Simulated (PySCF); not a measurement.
# F2: energy against distance

Set-up: PySCF, no relativity, basis sets F def2-TZVP. Energies in eV from F + F in their ground configurations at the same level. State: ¹Σg⁺ (singlet), closed shell.

All columns are PBE0.

| R (Å) | E (eV) | HOMO (eV) | LUMO (eV) | Mayer bond order | ⟨S²⟩ |
| --- | --- | --- | --- | --- | --- |
| 1.184 | -0.362 | -10.34 | 1.98 | 0.84 | 0.00 |
| 1.239 | -1.005 | -10.77 | 0.20 | 0.87 | 0.00 |
| 1.294 | -1.364 | -11.13 | -1.34 | 0.89 | 0.00 |
| 1.336 | -1.492 | -11.38 | -2.34 | 0.91 | 0.00 |
| 1.377 | -1.529 | -11.59 | -3.24 | 0.92 | 0.00 |
| 1.418 | -1.494 | -11.79 | -4.03 | 0.94 | 0.00 |
| 1.473 | -1.363 | -12.02 | -4.95 | 0.95 | 0.00 |
| 1.542 | -1.105 | -12.26 | -5.92 | 0.97 | 0.00 |
| 1.625 | -0.714 | -12.50 | -6.87 | 0.98 | 0.00 |
| 1.735 | -0.135 | -12.75 | -7.84 | 0.99 | 0.00 |
